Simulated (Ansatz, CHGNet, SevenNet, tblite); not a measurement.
Elastic constant C12 of zinc-blende InAs: levels of theory against measurement

Reference value: 45 GPa (measured, temperature not stated, not corrected to a static lattice; as tabulated in Råsander and Moram (2015), arXiv:1505.02379).

Task: What do GFN2-xTB, CHGNet 0.3.0, SevenNet-0, SevenNet-l3i5, LDA, PBE, PBEsol, r²SCAN, r²SCANh give, and how far is each from the reference?

Result: 
| level (code) | value (GPa) | cell (Å³/atom) | difference (%) |
|---|---|---|---|
| GFN2-xTB (tblite) | 30.6 | 31.42 | -32 |
| CHGNet 0.3.0 | 32.0 | 29.60 | -29 |
| SevenNet-0 | 31.0 | 29.66 | -31 |
| SevenNet-l3i5 | 38.4 | 29.67 | -14.7 |
| LDA (Ansatz) | 47.9 | 27.35 | +6.4 |
| PBE (Ansatz) | 37.3 | 29.59 | -17.1 |
| PBEsol (Ansatz) | 44.1 | 28.20 | -2.0 |
| r²SCAN (Ansatz) | 45.1 | 28.49 | +0.2 |
| r²SCANh (Ansatz) | 47.2 | 28.24 | +4.9 |

The reference's temperature isn't stated, so close values are not ranked against it. Off by more than 25 %, or 35 % on the side where a correction would as a rule narrow the miss (bounds picked here): GFN2-xTB (-32 %), SevenNet-0 (-31 %), CHGNet 0.3.0 (-29 %).

The reference isn't brought to a static lattice, while the calculations are for one, so the differences are not the levels' errors alone.  GFN2-xTB: the method was fitted mainly to molecules. GFN2-xTB: the run uses a supercell at the zone centre in place of a k mesh. LDA, PBE, PBEsol: the solid has no gap at this level, which affects its response. Each level is taken at its own relaxed cell. Cutoffs and k meshes differ between the levels. Ansatz's density-functional and Hartree–Fock values are scalar-relativistic unless marked +SOC, with PAW data made under PBE.

Machine-learned potentials (CHGNet 0.3.0, SevenNet-0, SevenNet-l3i5) are trained on DFT data: a solid inside that data is no test of them.

Differences are worked out from the printed values.

Ansatz is a quantum-chemistry and plane-wave program.
